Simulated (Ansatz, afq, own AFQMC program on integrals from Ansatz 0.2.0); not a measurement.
## NHCl, quartet in cc-pVTZ, levels against CCSDT(Q)

```json
{"atom": "Cl", "x (Å)": "0.0000", "y (Å)": "0.0000", "z (Å)": "-1.3343"}
{"atom": "H", "x (Å)": "0.0000", "y (Å)": "0.0000", "z (Å)": "0.0347"}
{"atom": "N", "x (Å)": "0.0000", "y (Å)": "0.0000", "z (Å)": "1.2997"}
```

Connectivity, by distances: Cl ··· N, 1 bridging H.

Basis cc-pVTZ. Only valence electrons are correlated. Ansatz 0.2.0 and our own AFQMC program on the same integrals; the CISD trial comes from CCSD amplitudes, and released means the phaseless constraint is let go. Error bars are statistical, one sigma.

Determinant: UHF, the one that the program's search chose, which needn't be the lowest solution. The geometry is a point of a scan.

No full CI on the walks' own integrals is used here; CCSDT(Q) serves as the reference and is uncertain by about the last step of the cluster series.

Cautions: lower spins were not checked; the released energies move by 1.5 errors or more from one time to the next, so no released level is given (meV from the phaseless value at times in 1/Eh: -1 ± 6 at 0.24, 3 ± 5 at 0.51, -3 ± 5 at 0.99, -17 ± 6 at 1.62, 3 ± 8 at 2.40), though the last usable value meets CCSDT(Q) within the noise.

- T1 diagnostic: 0.0153
- weight of the determinant in the CISD state: 0.879
- ⟨S²⟩ of the determinant: 3.776
- size of the correlated space: 13 electrons in 72 orbitals

```csv
level,correlation energy (eV)
MP2,-8.5623
CCSD,-9.5139
CCSD(T),-9.8550
```

Question: Estimate where phaseless AFQMC with a CISD trial lies against CCSD(T) on the same integrals.

Answer: 4.2 ± 0.5 kJ/mol below CCSD(T).

Reference: CCSDT(Q), correlation energy -9.900 eV.

```
        level  E − E(reference) (kJ/mol)  share of correlation (%)
      CCSD(T)                        4.3                     99.55
        CCSDT                        1.4                     99.85
ph-AFQMC/CISD                  0.2 ± 0.5                     99.98
```

A walk keeps the symmetry of its determinant, which the program's search chose and which needn't be the lowest solution, so a lower state of the same spin and another symmetry isn't excluded.
